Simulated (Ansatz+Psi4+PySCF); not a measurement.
Values are calculated unless marked as measured or tabulated.
A run of PySCF 2.14.0 on doublet C₂H₂(+) at this shape:

```xyz
4

C     0.0015    0.0082    0.6136
C     0.0030   -0.0068   -0.6148
H    -0.0077    0.0020   -1.6679
H    -0.0090    0.0036    1.6765
```

Its results:

| Quantity | Value |
| --- | --- |
| Converged | yes |
| Reference energy | -76.49066 hartree |
| Correlation energy | -0.24584 hartree |
| Total energy | -76.73651 hartree |
| Spin squared of the determinant | 0.755 |

Messages of the program:
```
WARN: beta  nocc = 6  HOMO -0.298226044733815 >= LUMO -0.298202100068969
WARN: HOMO -0.298202100068969 >= LUMO -0.298202100068969
WARN: beta  nocc = 6  HOMO -0.298226044733815 >= LUMO -0.298202100068969
WARN: HOMO -0.298202100068969 >= LUMO -0.298202100068969
```

Which input gives this output? Name the method, the orbitals and the basis set, and write the input.

UHF-MP2 in cc-pVTZ.

```python
from pyscf import gto, scf, mp

mol = gto.M(atom="""
C 0.001480 0.008240 0.613550
C 0.002990 -0.006790 -0.614790
H -0.007690 0.002010 -1.667920
H -0.009000 0.003580 1.676470
""", basis='cc-pvtz', charge=1, spin=1)
mf = scf.UHF(mol)
mf.kernel()
pt = mp.MP2(mf, frozen=2).run()
print(mf.e_tot, pt.e_corr, pt.e_tot)
```

Caution: MP2 on this radical cation hangs on the determinant chosen.
